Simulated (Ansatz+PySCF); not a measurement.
A calculation with PySCF 2.14.0.

```python
from pyscf import gto, scf

mol = gto.M(atom="""
C 1.105450 0.000000 0.000000
C 0.341600 1.051350 0.000000
C -0.894330 0.649770 0.000000
C -0.894330 -0.649770 0.000000
C 0.341600 -1.051350 0.000000
H 2.113580 0.000000 0.000000
H 0.653130 2.010130 0.000000
H -1.709920 1.242330 0.000000
H -1.709920 -1.242330 0.000000
H 0.653130 -2.010130 0.000000
""", basis='def2-svp', charge=-1, spin=0)
mf = scf.RHF(mol)
mf.init_guess = '1e'
mf.kernel()
while True:  # follow internal instabilities
    mo, _, stable, _ = mf.stability(return_status=True)
    if stable: break
    mf.kernel(mf.make_rdm1(mo, mf.mo_occ))
print(mf.converged, mf.e_tot, mf.spin_square()[0])
```

The script is written out from the run's settings.

Results

```
Converged                       : yes
Total energy                    : -191.96251 hartree
Spin squared of the determinant : 0.000
```

Caution: no diffuse functions for an anion.
